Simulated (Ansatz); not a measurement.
**CHOSi+ (quintet): from Hartree-Fock to the top rungs, def2-QZVPP**

One table from this session's results is given with a row withheld; the runs are named, their logs left out.

Method: def2-QZVPP, core rule «outside noble gas», up to 7 orbitals frozen; program: Ansatz 0.2.0, Gaussian basis.

The runs, in order: UHF; ROHF; CCSD(T) on UHF.

### What is computed

The geometry is a PBE0/def2-TZVP stationary point (not a proven minimum) of the parent state, kept for this charge and spin.

4 atoms, charge 1, spin multiplicity 5.

Atoms are counted from 1 here; the program's logs count them from 0.

Bond lengths: C1–O2 1.268 Å, O2–Si3 1.699 Å, Si3–H4 1.496 Å. Angles: C1–O2–Si3 139.4°, O2–Si3–H4 117.6°.

The first run:

Input file in.yaml:

```yaml
crystal:
  periodic: [false, false, false]
  atoms:
    - {symbol: C, position_ang: [0.000000, 0.333035, 1.722367]}
    - {symbol: O, position_ang: [0.000000, -0.312160, 0.630489]}
    - {symbol: Si, position_ang: [0.000000, -0.015246, -1.042169]}
    - {symbol: H, position_ang: [0.000000, 1.411369, -1.492570]}
basis:
  gaussian: {orbitals: "def2-QZVPP.json"}
total_charge: 1
magnetization: {spin_polarized: true, initial_magnetization: 4}
hamiltonian: {xc: hf}
output: {orbitals: {seedname: orbitals}}
```

Launch:

```
$ ansatz run in.yaml --threads 1 --pin off --events-out ev --progress --plain --max-ram 2393MiB
```

Among the steps run: UHF; ROHF; CCSD(T) on UHF.

One table of the session follows, with a row left open; its other results are not shown here.

```
  method  from UCCSD(T) (meV)
    ROHF             +12068.7
     UHF                    ?
    UMP2              +1052.9
   UCCSD               +527.4
UCCSD(T)                    0
```

Q: Estimate the row for UHF from the others.

The run gave: from UCCSD(T) (meV): +11818.5. In the column «from UCCSD(T) (meV)» it lies between UMP2 (+1052.9) and ROHF (+12068.7).
